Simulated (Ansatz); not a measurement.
# AlH5OSi: the cost of one run

All numbers below are computed with Ansatz 0.2.0 (RKS PBE-D4/def2-SVP).

## 1. The starting structure

Bond lengths: Al1–O2 1.980 Å, Al1–Si3 2.516 Å, O2–Si3 1.680 Å, Si3–H4 1.460 Å, Si3–H5 1.460 Å, Si3–H6 1.460 Å, Al1–H7 1.760 Å, Al1–H8 1.560 Å. Angles (14 of 17 angles, heavy atoms first): Al1–O2–Si3 86.4°, O2–Al1–Si3 41.8°, Al1–Si3–O2 51.8°, O2–Al1–H7 42.8°, O2–Al1–H8 159.9°, Si3–Al1–H7 83.8°, Si3–Al1–H8 118.6°, Al1–Si3–H4 65.6°, Al1–Si3–H5 150.2°, Al1–Si3–H6 99.4°, O2–Si3–H4 109.5°, O2–Si3–H5 109.5°, O2–Si3–H6 109.5°, H7–Al1–H8 157.3°.

As a file:

```xyz
8

Al    0.0000    0.0000    0.0000
O     1.2704    0.0000    1.5187
Si   -0.0443   -0.4067    2.4823
H    -0.9686   -1.2403    1.7191
H     0.4198   -1.1432    3.6544
H    -0.7283    0.8095    2.9120
H     1.7458    0.0000    0.2228
H    -1.3510    0.0000   -0.7800
```

## 2. Pulling towards end A

Springs on the bonds that form and break draw the guess towards this end; the thresholds are loose.

input.yaml reads:

```yaml
crystal:
  periodic: [false, false, false]
  atoms:
    - { symbol: Al, position_ang: [0.0, 0.0, 0.0] }
    - { symbol: O, position_ang: [1.2704, 0.0, 1.5187] }
    - { symbol: Si, position_ang: [-0.0443, -0.4067, 2.4823] }
    - { symbol: H, position_ang: [-0.9686, -1.2403, 1.7191] }
    - { symbol: H, position_ang: [0.4198, -1.1432, 3.6544] }
    - { symbol: H, position_ang: [-0.7283, 0.8095, 2.912] }
    - { symbol: H, position_ang: [1.7458, 0.0, 0.2228] }
    - { symbol: H, position_ang: [-1.351, 0.0, -0.78] }
basis:
  gaussian: { orbitals: def2-SVP }
hamiltonian:
  xc: pbe
  dispersion: d4
relax:
  f_tol: 0.15
  max_steps: 25
  restrain:
    - { distance: [1, 6], at: 2.21, k: 30.0 }
    - { distance: [0, 1], at: 1.78, k: 30.0 }
    - { distance: [0, 6], at: 1.56, k: 30.0 }
```

Launch:

```sh
$ ansatz run input.yaml --threads 2 --pin off --max-ram 3072MiB --backend cpu --events-out ev --progress --plain --runs-dir out
```

**Question.** How long does this run take on 2 threads of Intel Xeon 6975P-C (Granite Rapids), shared host, and how much memory does it need?

About 6.9 s, with a peak of 0.14 GiB.
